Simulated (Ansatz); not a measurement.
Two isomers of C3H6F2O: A = `CC(O)(F)CF`, B = `CCOC(F)F`.

Isolated molecules relaxed with PBE0-D4/def2-TZVP in Ansatz; ΔE leaves out vibrations. CCSD(T)/CBS adds triple-zeta CCSD(T) − MP2 to the extrapolated MP2 energy (def2 sets, frozen cores). Functionals use def2-TZVPP. B3LYP here is the variant with VWN-RPA as its local correlation; programs differ in this. One conformer a species, not always the lowest.

Q: Which isomer does CCSD(T)/CBS put lower? Give the gap. (Best estimate.)

A: Computed: A, by 4.9 kcal/mol.

Q: Give E(B) − E(A) in kcal/mol with PBE0-D4, MP2/def2-TZVPP, CCSD(T)/def2-TZVPP, CCSD/def2-TZVPP, ωB97M-V, CCSD(T)/def2-SVP, B3LYP. (Estimate.)

A: Ansatz gave: PBE0-D4 3.3, MP2/def2-TZVPP 4.0, CCSD(T)/def2-TZVPP 3.8, CCSD/def2-TZVPP 3.5, ωB97M-V 4.2, CCSD(T)/def2-SVP 2.1, B3LYP 2.5. None reverses the order clearly.

Q: Does the order hold for the free energy at 298.15 K (harmonic terms from PBE0-D4)? (Best estimate.)

A: Ansatz gave: Yes: G(B) − G(A) = +4.5 kcal/mol, for one conformer each.

Largest T1 diagnostic: 0.011.

Leaving LDA and LC-ωPBE aside and taking each functional with its dispersion term where it has one, the values, not all of them listed here, spread over 1.2 kcal/mol, from BHLYP-D4 to ωB97M-V. LDA lies +1.0 kcal/mol from PBE without D4. The D4 term adds +0.8 kcal/mol with B3LYP and +0.4 kcal/mol with PBE0; it sums over pairs of atoms, weighted by their polarisabilities, and B3LYP, whose exchange is more repulsive, gets the larger term.
